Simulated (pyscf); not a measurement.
`[F][SiH2][O][SiH3]` + `[H]` [doublet] → `[F][SiH2][O][SiH2]` [doublet] + `[H][H]`, a hydrogen abstraction (doublet surface; H–Si broken, H–H formed). PySCF, gas phase, ωB97X-D3(BJ)/def2-SVP geometries. Energies in kcal/mol from the separated reactants.

Small-basis levels: PySCF, no dispersion term, spherical d functions. AM1 to PM7: differences of heats of formation from MOPAC. GFN2-xTB: tblite. Open shells are spin-unrestricted. 

```json
[
 {"level": "B3LYP/3-21G", "barrier": "-0.7", "reaction energy": "-19.5"},
 {"level": "B3LYP/LANL2DZ", "barrier": "0.6", "reaction energy": "-18.8"},
 {"level": "B3LYP/6-31G*", "barrier": "___", "reaction energy": "-14.3"},
 {"level": "M06-2X/6-31G*", "barrier": "6.4", "reaction energy": "-11.6"},
 {"level": "PBE/def2-SVP", "barrier": "-0.4", "reaction energy": "-11.9"},
 {"level": "B3LYP/def2-SVP", "barrier": "0.9", "reaction energy": "-12.6"},
 {"level": "GFN2-xTB", "barrier": "8.2", "reaction energy": "+12.2"},
 {"level": "AM1", "barrier": "___", "reaction energy": "-39.2"},
 {"level": "PM3", "barrier": "-22.2", "reaction energy": "-43.3"},
 {"level": "ωB97M-D3(BJ)/def2-TZVP", "barrier": "___", "reaction energy": "-10.1"}
]
```

**Question.** Complete the blanks.

**Answer.** 
- B3LYP/6-31G*, barrier: 1.7
- AM1, barrier: -6.5
- ωB97M-D3(BJ)/def2-TZVP, barrier: 5.2

Against the last row the barrier runs from -27.4 (PM3) to +3.0 kcal/mol (GFN2-xTB). At B3LYP/3-21G, PBE/def2-SVP, GFN2-xTB, AM1, PM3 this geometry lies under one side, so the entry may be no barrier of that level: it is a single point on another level's saddle. ωB97M-D3(BJ)/def2-TZVP has limits of its own. This is the saddle that the search found; another between the same sides may lie lower. The angle at the transferred H is 176°.
